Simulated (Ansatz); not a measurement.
Results of PBE (plane waves, hard PAW; Ansatz, a first-principles code) for rock-salt GdN.

Run with plane-wave cutoff 870 eV, 14×14×14 k mesh, Fermi–Dirac smearing 0.05 eV, ferromagnetic start, spin-polarised with parallel moments.

Computed at the level's own relaxed cell.

### Question
What does this level give for the equilibrium volume per atom, equilibrium lattice constant a and magnetic moment (largest site, within a sphere)?

### Answer

- equilibrium volume per atom: 15.48 Å³/atom
- equilibrium lattice constant a: 4.984 Å
- magnetic moment (largest site, within a sphere): 6.86 μB

The run finds no gap.

Measured, for comparison: equilibrium volume per atom 15.38 Å³/atom (temperature not stated, not corrected to a static lattice; as tabulated in Natali et al. (2013), arXiv:1208.2410); lattice constant a 4.974 Å (temperature not stated, not corrected to a static lattice, our sources range from 4.974 to 4.990; as tabulated in Natali et al. (2013), arXiv:1208.2410). Computed (rounded) less measured: equilibrium volume per atom +0.7 %, lattice constant a +0.2 % (inside the range of the sources held).

Note: the 4f shell is treated without U or exact exchange, so its levels and filling can be wrong.

Moments are spin moments.

Spin–orbit coupling is not included.

The computed numbers hold no vibrational or temperature effects.
